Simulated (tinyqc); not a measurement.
Geometry optimisation on the B3LYP (VWN-RPA form)/sto-3g surface (energies and gradients from PySCF), for BH, spin multiplicity 1, step by step. One step of it, computed by the program tinyqc.

Task: Step 1: move. Quasi-Newton step p = -H^(-1) g (first H = 0.3 times the unit matrix); steps longer than 0.5 bohr are cut back.

positions at the start (bohr):
```
           x         y         z
1B  0.000000  0.000000  0.000000
2H  0.000000  0.000000  2.273341
```

gradient (hartree/bohr):
```
             x           y            z
1B  0.00000000  0.00000000   0.02037414
2H  0.00000000  0.00000000  -0.02037377
```

Give: positions after step 1.

Result:

positions after step 1 (bohr):
```
         x       y        z
1B  0.0000  0.0000  -0.0679
2H  0.0000  0.0000   2.3413
```
